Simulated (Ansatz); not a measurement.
# Zr (Zr, hcp): the cost of one run

Method: DFT PBE, plane waves with PAW, scalar-relativistic, in Ansatz 0.2.0.

**1. The structure to begin with**

Symmetry: P6_3/mmc, No. 194, hexagonal system. The conventional cell has a = 3.232 Å, b = 3.232 Å, c = 5.174 Å, α = 90.00°, β = 90.00°, γ = 120.00°. Zr (site symmetry -6m2) is surrounded by 12 Zr at 3.19 to 3.23 Å.

As a file:

```
CELL_PARAMETERS angstrom
3.23188 0.00000 0.00000
-1.61594 2.79889 0.00000
0.00000 0.00000 5.17410
ATOMIC_POSITIONS crystal
Zr 0.33333 0.66667 0.25000
Zr 0.66667 0.33333 0.75000
```

**2. Width 0.01 eV**

The run at 0.01 eV.

Contents of input.yaml:

```yaml
crystal:
  lattice:
    - [3.2318821451, 0.0, 0.0]
    - [-1.6159410725, 2.7988920397, 0.0]
    - [0.0, 0.0, 5.1741041053]
  atoms:
    - { symbol: Zr, position: [0.3333333333, 0.6666666667, 0.25] }
    - { symbol: Zr, position: [0.6666666667, 0.3333333333, 0.75] }
hamiltonian:
  xc: pbe
  pseudopotentials:
    kind: paw
    azcp:
      Zr: "pseudopotentials/Zr.paw.azcp"
basis:
  ecutwfc: 420
  fft_grid_basis: typed
kpoints:
  mp_grid: { grid: [11, 11, 6], shift: [0, 0, 0] }
magnetization:
  spin_polarized: false
scf:
  occupations: { method: fermi_dirac, width: 0.01 }
  lower_state_search: "off"
output:
  stress: true
  write_density: true
  write_potential: true
  elf: true
  volumetric_format: npy
```

On the command line:

```
$ ansatz run input.yaml --threads 1 --pin off --max-ram 3584MiB --backend cpu --events-out ev --progress --plain --runs-dir out
```

What time and memory should one allow on 1 thread of Intel Xeon Platinum 8259CL at 2.50GHz (Skylake/Cascade Lake), shared host?

About 5.5 s, with a peak of 0.52 GiB.
